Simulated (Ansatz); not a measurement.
We consider zinc-blende HgTe, described by revPBE in Ansatz (PAW).

Input file:

Ansatz 0.2 input:
```yaml
crystal:
  lattice:
    - [0.0, 3.3633719637, 3.3633719637]
    - [3.3633719637, 0.0, 3.3633719637]
    - [3.3633719637, 3.3633719637, 0.0]
  atoms:
    - { symbol: Hg, position: [0.0, 0.0, 0.0] }
    - { symbol: Te, position: [0.25, 0.25, 0.25] }
basis:
  ecutwfc: 520
  ecutrho_ratio: 4
  xc_grid: 2
kpoints:
  mp_grid: { grid: [10, 10, 10] }
  band_path:
    path:
      - [0.0, 0.0, 0.0]
      - [-0.055556, -0.055556, 0.0]
      - [-0.111111, -0.111111, 0.0]
      - [-0.166667, -0.166667, 0.0]
      - [-0.222222, -0.222222, 0.0]
      - [-0.277778, -0.277778, 0.0]
      - [-0.333333, -0.333333, 0.0]
      - [-0.388889, -0.388889, 0.0]
      - [-0.444444, -0.444444, 0.0]
      - [-0.5, -0.5, 0.0]
      - [-0.4375, -0.4375, 0.125]
      - [-0.375, -0.375, 0.25]
      - [-0.375, 0.0, 0.375]
      - [-0.3375, 0.0, 0.3375]
      - [-0.3, 0.0, 0.3]
      - [-0.2625, 0.0, 0.2625]
      - [-0.225, 0.0, 0.225]
      - [-0.1875, 0.0, 0.1875]
      - [-0.15, 0.0, 0.15]
      - [-0.1125, 0.0, 0.1125]
      - [-0.075, 0.0, 0.075]
      - [-0.0375, 0.0, 0.0375]
      - [0.0, 0.0, 0.071429]
      - [0.0, 0.0, 0.142857]
      - [0.0, 0.0, 0.214286]
      - [0.0, 0.0, 0.285714]
      - [0.0, 0.0, 0.357143]
      - [0.0, 0.0, 0.428571]
      - [0.0, 0.0, 0.5]
      - [-0.083333, -0.041667, 0.458333]
      - [-0.166667, -0.083333, 0.416667]
      - [-0.25, -0.125, 0.375]
      - [-0.333333, -0.166667, 0.333333]
      - [-0.416667, -0.208333, 0.291667]
      - [-0.5, -0.25, 0.25]
      - [-0.5, -0.3125, 0.1875]
      - [-0.5, -0.375, 0.125]
      - [-0.5, -0.4375, 0.0625]
    npoints: 1
hamiltonian:
  xc: revpbe
  dispersion: none
  pseudopotentials: { kind: paw }
scf:
  occupations: { method: fermi_dirac, width: 0.01 }
  convergence: { dr2_threshold: 0.0000000002 }
output:
  forces: true
  stress: true
  eigenvalues: true
  write_bands: true
```

Excerpt of the program's output:

```
Crystal: 2 atoms, lattice volume = 76.095 Å³
Basis set: ecut = 520 eV, 2085 PW (Γ), exchange–correlation on 72×72×72 points (8 copies of the dense FFT grid, shifted against one another)
Bands: 22, of which v1, the nominal top of the filled ones, is band 18 counted from 1 (17 counted from 0)
Symmetry: 24 space group operations
Space group: F-43m (ITA 216), of the structure as read, at distance tolerance 4.2e-5 Å
k-points: 47 of 1000 (time reversal used)
Functional: x = revpbe(κ = 1.245, μ = 0.2195149727645171), c = pbe(β = 0.06672455060314922)
SCF iter   1: F=—  HF=-20810.516912 eV  |F-HF|=—  |Δ(HF+E_count)|=         —  Δρ=1.72e-3  dr2=2.90e-3
SCF iter   2: F=—  HF=-20810.517221 eV  |F-HF|=—  |Δ(HF+E_count)|=   3.09e-4  Δρ=9.21e-4  dr2=5.37e-4
  ...
SCF iter   7: F=—  HF=-20810.517451 eV  |F-HF|=—  |Δ(HF+E_count)|=   2.65e-7  Δρ=7.55e-7  dr2=4.68e-10
SCF iter   8: F=-20810.517451 eV  HF=-20810.517451 eV  |F-HF|=8.37e-11  |Δ(HF+E_count)|=   1.47e-8  Δρ=1.11e-7  dr2=1.53e-11
SCF 1 converged in 8 iterations: F = -20810.517451 eV  dr2 = 1.53e-11
SCF converged after 8 iterations
Free energy (F): -20810.517451 eV
Internal energy: -20810.517413 eV  (E = F + TS)
E sigma→0 (E₀):  -20810.517432 eV
Fermi energy:    7.019654 eV
--- Forces (eV/Å), atoms counted from 1 ---
  atom   1  Hg     0.00000000     0.00000000     0.00000000
  atom   2  Te    -0.00000000     0.00000000    -0.00000000
--- Stress (GPa, compression-positive) ---
        0.000003      -0.000000      -0.000000
        0.000000       0.000003       0.000000
        0.000000       0.000000       0.000003
  P = ⅓ Tr σ = 0.0000 GPa (0.000 kbar)
```

The PAW data were made under PBE.

Note: the cell is over a tenth larger than the published one: the level's own overestimate first of all, though another phase or state, or a fault of the published cell, is possible.

Ansatz is a program for electronic structure.
